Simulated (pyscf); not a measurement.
Four-centre exchange: H₂Se + acetylene (HC≡CH) → H₂Se + acetylene (HC≡CH)

Gas phase, singlet surface, charge 0. Bonds broken: Se1–H2, C4–H6. Bonds formed: Se1–H6, H2–C4. Single points on ωB97X-D3(BJ)/def2-SVP structures (PySCF, gas phase). MP2 and CC: frozen core, UHF for open shells. ΔMP2 is the change of the MP2 total energy from the triple- to the quadruple-zeta basis.

Transition state (Å):

```xyz
7

Se     1.0832     0.9433     0.6656
H     -0.1952     0.1751    -0.8139
H      2.1585     1.8008     1.2013
C     -0.8911    -0.6317    -0.3192
C     -1.7944    -1.3535    -0.7704
H     -0.4280    -0.5132     0.7538
H     -2.5805    -1.9814    -1.1630
```

One imaginary mode, 574i cm⁻¹; descent along it reached the two sides named.

```
bond    change  reactant side (Å)  saddle  product side
------  ------  -----------------  ------  ------------
Se1–H2  breaks              1.466   2.101           4.5
C4–H6   breaks              1.077   1.175           2.8
Se1–H6   forms                4.5   2.101         1.466
H2–C4    forms                2.8   1.175         1.077
```

Electronic energies relative to the separated reactants (eV):

```tsv
level	barrier	reaction energy	reverse barrier
ωB97X-D3(BJ)/def2-TZVP	2.87	0.00	2.87
PBE/def2-TZVP	1.87	0.00	1.87
r²SCAN/def2-TZVP	2.09	0.00	2.09
B3LYP-D3(BJ)/def2-TZVP	2.26	0.00	2.26
PBE0-D3(BJ)/def2-TZVP	2.28	0.00	2.28
M06-2X/def2-TZVP	2.73	0.00	2.73
ωB97M-D3(BJ)/def2-TZVP	2.84	0.00	2.84
HF/def2-TZVP	3.69	0.00	3.69
MP2/def2-QZVPP	2.84	0.00	2.84
CCSD/def2-TZVPP	2.91	0.00	2.91
CCSD(T)/def2-TZVPP	2.49	0.00	2.49
CCSD(T)/def2-TZVPP + ΔMP2(QZVPP)	2.46	0.00	2.46
```

With CCSD(T)/def2-TZVPP + ΔMP2(QZVPP) energies and thermal terms (ideal gas, 1 atm, RRHO with modes under 100 cm⁻¹ raised to 100, one conformer, R ln 2 for rigid chiral ones), in eV:

```tsv
T (K)	ΔH‡	ΔG‡	ΔH	ΔG
298	2.40	2.80	0.00	0.00
600	2.40	3.20	0.00	0.00
900	2.42	3.60	0.00	0.00
1200	2.44	3.99	0.00	0.00
```

The same reactants have a lower exit, to H₂C=CH–SeH (barrier +2.18 eV at ωB97M-D3(BJ), against +2.84 eV here). This is the saddle that the search found; another between the same sides may lie lower. One closed-shell reference is unstable to symmetry breaking; treat the single-reference values with care. The CCSD(T) − MP2 part came from Ansatz, without density fitting, on the same reference. The largest closed-shell T1 diagnostic is 0.043, which may signal static correlation. The frozen core leaves the outer d or s,p core shells of the metals and heavy elements correlated in the MP2 and CC values, and def2-TZVPP describes them poorly, which can shift differences by a few kcal/mol. Elements up to Kr have no core potential and no relativistic terms here.
